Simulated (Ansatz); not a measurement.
Input for Ansatz (development build ahead of 0.2.0):

```yaml
crystal:
  periodic: [false, false, false]
  atoms:
    - { symbol: C, position_ang: [-0.22551, 0.13799, -0.16118] }
    - { symbol: H, position_ang: [0.38434, 0.81441, -0.83845] }
    - { symbol: H, position_ang: [-0.68436, -0.83936, -0.43339] }
    - { symbol: H, position_ang: [-0.51455, 0.52312, 0.80812] }
    - { symbol: H, position_ang: [3.24182, -2.09257, 2.40444] }
basis:
  gaussian: { orbitals: def2-SVP }
total_charge: 1
magnetization:
  spin_polarized: true
  initial_magnetization: 1
hamiltonian:
  xc: hf
output:
  forces: true
```

The input is written out in the form of the current development build from the run's settings.

The run gave:

```yaml
Converged: yes
Total_energy: -39.69746 hartree
Spin_squared_of_the_determinant: 0.750
Stability_test: minimum
```

Forces (eV/Å):
```csv
atom,Fx,Fy,Fz
C1,-0.453,0.570,-0.961
H2,-0.623,-1.329,0.757
H3,0.832,0.651,-0.174
H4,0.244,0.108,0.379
H5,-0.001,0.001,-0.001
```
